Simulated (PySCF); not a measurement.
Ionising P2

PBE0; P def2-TZVPPD; no relativity (PySCF 2.14). Neutral (UKS): singlet (closed shell), Re = 1.881 Å, ωe = 834 cm⁻¹, De = 4.85 eV, HOMO -8.14 eV, LUMO -2.58 eV.

P₂⁺ (UKS): doublet (π ↑), Re = 1.966 Å, ωe = 728 cm⁻¹, De = 5.02 eV to P⁺ + P. The energies at the minima are -682.44868 hartree for P2 and -682.06814 for P₂⁺.

(1) Work out the adiabatic ionisation energy, without and with harmonic zero-point energies (1 hartree = 27.2114 eV, 1 eV = 8065.5 cm⁻¹), and the change of the bond length.

States were picked by a PBE0 search and need not be the measured ground states.

Answers

(1) At PBE0: 0.38054 hartree = 10.355 eV between the minima; the zero-point term (728.0 − 834.0)/2 cm⁻¹ = -0.007 eV makes it 10.348 eV. Re changes by +8.5 pm against the neutral. Minus the HOMO energy is 8.14 eV, -2.22 eV from the value between the minima; self-interaction puts the Kohn–Sham level too high, less so with exact exchange. The electron leaves a π orbital, and the longer bond of the ion fits a bonding orbital, or a change in how ionic the bond is.
